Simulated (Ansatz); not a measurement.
CNO (`[N]=C=O`) radical. Total charge 0; spin multiplicity 2.

Task: List the harmonic frequencies (cm⁻¹, unscaled) at PBE0-D4/def2-TZVP in Ansatz. (Best estimate.)

Result: The calculation gave: 521, 607, 1315, 2033.

Task: Is this a minimum?

Result: Yes, all 4 modes are real.
